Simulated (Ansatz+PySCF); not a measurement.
singlet Li₂: levels of theory in one basis

```xyz
2

Li    0.0000    0.0000   -1.2821
Li    0.0000    0.0000    1.2821
```

Basis set: def2-SVP (spherical functions). All electrons are correlated. Charge 0, multiplicity 1.

Computed with Ansatz (development build ahead of 0.2.0); each method stands on the lowest determinant of its kind that the runs found. NEVPT2 correlates all electrons. Active spaces start from the frontier orbitals, and the lowest solution found is given.

| method | E − E(RHF) (eV) | <S²> of the determinant |
| --- | --- | --- |
| RHF | 0.00 | 0.00 |
| UHF | -0.01 | 0.13 |
| RHF-MP2 | -0.56 | – |
| UHF-MP2 | -0.51 | 0.13 |
| RHF-CCSD | -0.89 | – |
| RHF-CCSD(T) | -0.89 | – |
| full CI (lowest root of this spin) | -0.89 | – |
| CASSCF(2,2) | -0.29 | – |
| SC-NEVPT2(2,2) | -0.59 | – |

Is a single determinant a sound starting point here?

Only with care. Unrestricted orbitals gain 0.01 eV and <S²> is 0.13 against 0.00 for a pure state, so spin symmetry breaks but gains little energy; restricted orbitals can still serve. The CASSCF(2,2) natural occupations are 1.90, 0.10.

Caution for UHF, UHF-MP2: the unrestricted determinant is spin contaminated; the determinant breaks the point group. Caution for UHF-MP2: another reference gives a lower total. Caution for CASSCF(2,2): other starts end on other solutions of this active space.
